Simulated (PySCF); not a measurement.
Q: Write Cartesian coordinates for `C=C=C=CSC` as optimised with PBE0-D3(BJ)/def2-TZVP.

A: 
```xyz
12
C5H6S angstrom
C      2.5209    1.0076    0.2903
C      1.5708    0.1063    0.1938
C      0.6627   -0.7642    0.1008
C     -0.2857   -1.6723    0.0038
S     -1.9945   -1.3874   -0.0169
C     -2.0512    0.3960    0.1235
H      2.2884    2.0641    0.3689
H      3.5671    0.7219    0.2943
H     -0.0381   -2.7273   -0.0741
H     -3.1046    0.6752    0.1179
H     -1.5417    0.8616   -0.7203
H     -1.5888    0.7204    1.0559
```

Any rigid rotation of these coordinates is as good. Atoms count from 1 in this order. The 6 heavy atoms lie in one plane (0.000 Å rms). Of the pairs four or more bonds apart, C3···H11 is among the closest relative to their van der Waals radii: 2.86 Å, 99 % of the sum of Bondi's values. S5 (sulfide sulfur) is bent (angle 101.2°). The 2 C–S bonds span 1.733 Å (C4–S5, drawn single) to 1.790 Å (S5–C6, drawn single), a spread of 0.057 Å.

Bonds between heavy atoms (Å): C1=C2 1.313, C2=C3 1.261, C3=C4 1.317, C4–S5 1.733, S5–C6 1.790.

Computed with PySCF, PBE0-D3(BJ)/def2-TZVP geometry optimisation, gas phase.

Point group: Cs (every atom within 0.08 Å of its image). Whether it is a minimum is left open (no frequencies). One conformer, not necessarily the lowest (C3–C4–S5–C6 0°).

Hardware: one thread of an Arm Neoverse V2, shared host with 96 logical CPUs at a one-minute load of 17. Cost: 71 s wall, 0.92 GiB resident at most. That covers the optimisation of the geometry.
